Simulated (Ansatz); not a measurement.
Input file:

```yaml
crystal:
  periodic: [false, false, false]
  atoms:
    - { symbol: B, position_ang: [-0.221844, -0.165771, -0.079457] }
    - { symbol: H, position_ang: [0.138405, -0.129938, 1.190286] }
    - { symbol: F, position_ang: [0.801548, 0.084892, -0.927509] }
    - { symbol: C, position_ang: [-1.497803, -0.59234, -0.585076] }
    - { symbol: H, position_ang: [-1.85452, -1.422197, 0.188408] }
    - { symbol: H, position_ang: [-2.084155, 0.366496, -0.531971] }
    - { symbol: H, position_ang: [-1.632083, -0.663427, -1.759255] }
basis:
  gaussian: { orbitals: def2-SVP }
hamiltonian:
  xc: b3lyp
md:
  timestep: 0.5
  n_steps: 100
  ensemble: nvt_nose_hoover
  temperature: 700.0
  initial_velocities: maxwell_boltzmann
  seed: 259203
  nose_hoover: { tau: 300.0, chain_length: 3 }
  masses: [{ species: H, mass: 3.016 }]
```

Command:

```bash
$ ansatz run input.yaml --threads 1 --pin off --max-ram 2048MiB --backend cpu --events-out ev --progress --plain --runs-dir out
```

Hardware: 1 thread of Intel(R) Xeon(R) Platinum 8259CL CPU @ 2.50GHz (Skylake/Cascade Lake), on a shared host.

**Question.** Roughly how long does this run take, and how much memory?

**Answer.** 4.5 min, with a peak of 0.12 GiB, for 101 ionic steps.
